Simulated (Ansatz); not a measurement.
We consider zinc-blende HgSe, described by PBE+SOC (plane waves, PAW; Ansatz, a first-principles code).

Numerical settings: plane-wave cutoff 520 eV, 10×10×10 k mesh, Fermi–Dirac smearing 0.01 eV, PAW data made under PBE.

Pressure at four volumes; x = ln(V/30.302 Å³). One pressure is withheld.

| V (Å³/atom) | x | P (GPa) |
|---|---|---|
| 28.484 | -0.0619 | ? |
| 29.090 | -0.0408 | 2.01 |
| 30.302 | 0.0000 | 0.02 |
| 32.120 | 0.0583 | -2.19 |

**Question.** Pass a parabola P(x) through the three rows shown, estimate the bulk modulus and its pressure derivative near zero pressure, and predict the withheld pressure.

**Answer.** Slopes between the rows: (0.02 − (2.01))/(0.0000 − (-0.0408)) = -48.77 and (-2.19 − (0.02))/(0.0583 − (0.0000)) = -37.91 GPa. Their difference over the span 0.0991 is c = 10.86/0.0991 = 109.6 GPa, so P(x) = 2.01 + (-48.77)(x − (-0.0408)) + 109.6 (x − (-0.0408))(x − (0.0000)). At the middle row B = −dP/dx = −[-48.77 + 109.6 × 0.0408] = 44.3 GPa, and B′ = dB/dP = 2c/B = 4.9. At x = -0.0619 the parabola gives 3.18 GPa; the run gives 3.20 GPa. The Birch–Murnaghan fit to the energies at all volumes has B0 = 43.8 GPa and B′ = 5.1.

Measured, for comparison: bulk modulus 50 GPa (temperature not stated, not corrected to a static lattice, sources range from 48.5 to 51.6; as tabulated in Toher et al. (2017), arXiv:1611.05714). Computed less measured: bulk modulus -12 % (-10 % to -15 % over the range).
